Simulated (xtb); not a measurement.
ozone (O₃), SMILES O=[O+][O-]. All values are semi-empirical tight-binding results from xtb (GFN2-xTB unless named), good for trends rather than for accurate numbers. Geometry: GFN2-xTB. The molecule may have multireference character, which single-reference levels describe poorly.

Task: Estimate the properties. (The exact figures need the calculation; the answer reports its results.)

Result: 
point group as xtb finds it: C2v
orbital gap: 2.16 eV
dipole moment: 1.12 D
zero-point energy: 4.8 kcal/mol
G − E(el) at 298.15 K (modified RRHO): -9.7 kcal/mol
static polarisability (D4 model): 15.7 bohr³
solvation energy, GFN2-xTB/ALPB(water): 3.3 kcal/mol
solvation energy, GFN2-xTB/ALPB(toluene): -2.1 kcal/mol

Computed IR lines (harmonic; lines under 4 % of the strongest left out, lines within 3 cm⁻¹ merged):
ν (cm⁻¹): 703 (w), 1328 (vs) (against the strongest line: vs over 80 %, s over 45 %, m over 15 %, w over 4 %, vw less)
